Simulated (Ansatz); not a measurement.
SiH3O− (SMILES [O-][SiH3]): the energy, rung by rung

The species is SiH3O− (5 atoms), meant as a singlet with charge -1. As SMILES, `[O-][SiH3]`. Geometry: relaxed at GFN2-xTB.

```xyz
5

O    -1.4442    0.2714    0.7001
Si   -0.0827    0.0156    0.0398
H    -0.1044   -0.2474   -1.4526
H     0.6978   -1.1746    0.5614
H     0.9335    1.1350    0.1513
```

Quantity: the energy change with the Si2–H4 bond stretched from 1.516 to 2.274 Å, in eV. The values are calculated.

```csv
level,kind,program,value (eV),less FCI/STO-3G
r2SCAN/STO-3G (restricted),meta-GGA,Ansatz,1.84,-0.14
B3LYP/STO-3G (restricted),global hybrid,Ansatz,1.91,-0.07
CAM-B3LYP/STO-3G (restricted),range-separated hybrid,Ansatz,2.19,+0.21
wB97X/STO-3G (restricted),range-separated hybrid,Ansatz,2.29,+0.31
RPA@PBE/STO-3G (restricted),RPA,Ansatz,1.61,-0.37
MP2/STO-3G (restricted),perturbation theory,Ansatz,2.21,+0.23
CCSD(T)/STO-3G (restricted),coupled cluster or CI,Ansatz,1.98,0.00
FCI/STO-3G,exact in the basis,Ansatz,1.98,0.00
```

FCI/STO-3G is exact within its basis and frozen core, so for wave-function methods in that basis the difference is their error; functionals converge differently with the basis, so for them it is only a difference. Sets without diffuse functions describe the anion poorly. The first shape isn't each level's own minimum. The values span 1.61 to 2.29 eV. All rows use very small basis sets, so none should be taken for the real molecule's value.
